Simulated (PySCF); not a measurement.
Compound: C4H6FN.
Structure used (GFN2-xTB), in Å, numbered top down from 1:
```xyz
12
C4H6FN angstrom
C     -1.601    0.018    0.110
C     -0.233   -0.229   -0.515
C      0.893    0.216    0.423
F      0.851    1.586    0.594
C      2.188   -0.166   -0.114
N      3.193   -0.483   -0.553
H     -2.386   -0.252   -0.593
H     -1.726   -0.576    1.013
H     -1.715    1.069    0.367
H     -0.141    0.330   -1.449
H     -0.098   -1.290   -0.735
H      0.776   -0.223    1.426
```

Theory: PBE0/def2-SVPD in PySCF (dipole) on a GFN2-xTB geometry, gas phase.

Masses are those of the commonest isotopes; rigid-rotor values at the optimised geometry. The values belong to one conformer with, in the numbering `[CH3:1][CH2:2][C@H:3]([F:4])[C:5]#[N:6]`, C1–C2–C3–F4 -66°.

Question: What are A, B and C (GHz)?

Answer: Ia = 70.86, Ib = 222.18, Ic = 275.19 u·Å²; 505379 MHz·u·Å²/I gives 7132, 2275 and 1836 MHz, that is A = 7.1321, B = 2.2746, C = 1.8365 GHz.

Question: Classify the top.

Answer: An asymmetric top. Ray's parameter κ = (2B − A − C)/(A − C) = -0.835; −1 is the prolate and +1 the oblate limit.

Question: What does the inertial defect say?

Answer: Not planar: Δ = Ic − Ia − Ib = -17.85 u·Å². For a rigid frame Δ = −2 Σ m c², so Σ m c² = 8.93 u·Å² lies off the ab plane: 5.58 from hydrogen and 3.35 from heavier atoms. The atom farthest from that plane is 1.44 Å away.

Question: Give the other two planar moments, Paa and Pbb, and the rms extents of the mass along the axes.

Answer: Paa = Σ m a² = (Ib + Ic − Ia)/2 = 213.25 and Pbb = Σ m b² = (Ia + Ic − Ib)/2 = 61.93 u·Å². With the mass M = 87.05 u, the rms extents √(P/M) along a, b and c are 1.57, 0.84, 0.32 Å.

Question: List the rotational levels J(Ka,Kc) to J = 5 (MHz).

Answer: Above 0(0,0):
J = 1: 1(0,1) 4111, 1(1,1) 8969, 1(1,0) 9407
J = 2: 2(0,2) 12305, 2(1,2) 16753, 2(1,1) 18067, 2(2,1) 32640, 2(2,0) 32668
J = 3: 3(0,3) 24526, 3(1,3) 28412, 3(1,2) 31040, 3(2,2) 44973, 3(2,1) 45114, 3(3,1) 70373, 3(3,0) 70374
J = 4: 4(0,4) 40694, 4(1,4) 43927, 4(1,3) 48300, 4(2,3) 61396, 4(2,2) 61813, 4(3,2) 86871, 4(3,1) 86879, 4(4,1) 122359, 4(4,0) 122359
J = 5: 5(0,5) 60716, 5(1,5) 63275, 5(1,4) 69815, 5(2,4) 81888, 5(2,3) 82839, 5(3,3) 107513, 5(3,2) 107545, 5(4,2) 142977, 5(4,1) 142978, 5(5,1) 188608, 5(5,0) 188608
The levels of one J sum to (2J + 1)J(J + 1)(A + B + C)/3.

Question: Which types of transition are allowed, and where do some lines up to J = 5 fall?

Answer: The dipole components are |μa| = 3.57 D, |μb| = 0.87 D, |μc| = 0.99 D. The squared components, which scale the intensities, stand as 1.00 : 0.06 : 0.08 (a : b : c). Some lines, for components of 0.1 D or more:

```
type  branch         J(Ka,Kc)    MHz  lower level (cm⁻¹)
   a       Q  4(2,2) ← 4(2,3)    417               2.048
   a       R  2(1,2) ← 1(1,1)   7784               0.299
   c       Q  4(2,3) ← 4(1,3)  13096               1.611
   a       R  5(2,3) ← 4(2,2)  21026               2.062
   b       Q  5(3,3) ← 5(2,4)  25624               2.732
   c       R  3(2,2) ← 2(1,2)  28220               0.559
   c       R  4(3,2) ← 3(2,2)  41898               1.500
   b       Q  5(5,1) ← 5(4,2)  45631               4.769
   b       R  4(4,1) ← 3(3,0)  51984               2.347
   b       R  5(5,0) ← 4(4,1)  66249               4.081
```

Not checked by GFN2-xTB frequencies. Constants of a rigid frame at the computed geometry: no zero-point averaging, no centrifugal distortion. A rigid rotor knows nothing of internal rotation, which can split or shift real lines. Quadrupole hyperfine structure (14N) is left out.
